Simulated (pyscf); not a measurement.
PySCF, gas phase, ωB97X-D3(BJ)/def2-SVP geometries.

Task: PBE/def2-TZVP puts the barrier of `[GeH4]` + `[OH2]` + `[FH]` -> `[OH][GeH3]` + `[H][H]` + `[FH]` (multi-bond step; singlet surface; Ge–H, H–O, F–H broken, Ge–O, H–H, F–H formed) at 22.3 kcal/mol and the reaction energy at +0.4 kcal/mol, from the separated reactants. What do r²SCAN/def2-TZVP, PBE0-D3(BJ)/def2-TZVP, ωB97M-D3(BJ)/def2-TZVP give on the same structures?

Result: r²SCAN: ΔE‡ = 23.9 kcal/mol, ΔE = -1.1 kcal/mol; PBE0-D3(BJ): ΔE‡ = 26.6 kcal/mol, ΔE = +0.9 kcal/mol; ωB97M-D3(BJ): ΔE‡ = 31.1 kcal/mol, ΔE = +0.3 kcal/mol. PBE's barrier lies under all of them, by 1.6 to 8.8 kcal/mol. Its reaction energy lies among theirs. On the reactant side the descent ends in a complex, 7.4 kcal/mol under the separated species and 37.6 kcal/mol under the saddle at ωB97X-D3(BJ)/def2-TZVP. On the product side the descent ends in a bound adduct (not fully relaxed), 11.6 kcal/mol under the separated species and 42.7 kcal/mol under the saddle at ωB97X-D3(BJ)/def2-TZVP. One saddle was located; it need not be the lowest between these sides. Elements up to Kr have no core potential and no relativistic terms here.
